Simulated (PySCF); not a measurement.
Molfile (atoms numbered from 1):
```
C4H9Cl
     RDKit          3D

 14 13  0  0  0  0  0  0  0  0999 V2000
    0.8889   -1.1371   -0.4343 C   0  0  0  0  0  0  0  0  0  0  0  0
   -0.3935   -0.4976    0.0802 C   0  0  0  0  0  0  0  0  0  0  0  0
   -0.3652    1.0209   -0.0672 C   0  0  0  0  0  0  0  0  0  0  0  0
   -1.6275   -1.0430   -0.6227 C   0  0  0  0  0  0  0  0  0  0  0  0
   -1.8652   -2.7965   -0.3471 Cl  0  0  0  0  0  0  0  0  0  0  0  0
    1.7629   -0.7719    0.1257 H   0  0  0  0  0  0  0  0  0  0  0  0
    1.0476   -0.8957   -1.4988 H   0  0  0  0  0  0  0  0  0  0  0  0
    0.8506   -2.2314   -0.3371 H   0  0  0  0  0  0  0  0  0  0  0  0
   -0.5003   -0.7421    1.1520 H   0  0  0  0  0  0  0  0  0  0  0  0
    0.5020    1.4475    0.4590 H   0  0  0  0  0  0  0  0  0  0  0  0
   -0.2856    1.3149   -1.1269 H   0  0  0  0  0  0  0  0  0  0  0  0
   -1.2722    1.4894    0.3458 H   0  0  0  0  0  0  0  0  0  0  0  0
   -1.5597   -0.8983   -1.7118 H   0  0  0  0  0  0  0  0  0  0  0  0
   -2.5393   -0.5456   -0.2637 H   0  0  0  0  0  0  0  0  0  0  0  0
  1  2  1  0
  2  3  1  0
  2  4  1  0
  4  5  1  0
  1  6  1  0
  1  7  1  0
  1  8  1  0
  2  9  1  0
  3 10  1  0
  3 11  1  0
  3 12  1  0
  4 13  1  0
  4 14  1  0
M  END
```

Geometry: PBE0-D3(BJ)/def2-SVP; GIAO absolute shieldings from PySCF, gas phase, non-relativistic, averaged over equivalent atoms.

At BP86/pcSseg-1 (137 basis functions, 18 s wall time on 1 thread of an Arm Neoverse V1, shared host):
```
               atoms  σ (ppm)
                  C4    120.4
                  C2    143.2
               C1/C3    157.7
                 Cl5    833.1
             H13/H14    28.11
                  H9    29.70
H6/H7/H8/H10/H11/H12    30.28
```

Question: What do these become at wB97X-D/pcSseg-1?

Answer: 
| atoms | σ at wB97X-D/pcSseg-1 | change |
| --- | --- | --- |
| C4 | 128.1 | +7.7 |
| C2 | 151.3 | +8.1 |
| C1/C3 | 163.1 | +5.4 |
| Cl5 | 870.3 | +37.2 |
| H13/H14 | 28.37 | +0.26 |
| H9 | 29.95 | +0.25 |
| H6/H7/H8/H10/H11/H12 | 30.41 | +0.13 |

The largest change is at Cl5 (chlorine bonded to C). Cost: 137 basis functions, 13 s wall time on 1 thread of an Arm Neoverse V1, shared host. The order of the carbon signals is the same at both levels.

Carbons that carry Cl, above all several Cl atoms, come out too deshielded, partly because spin–orbit coupling is missing.
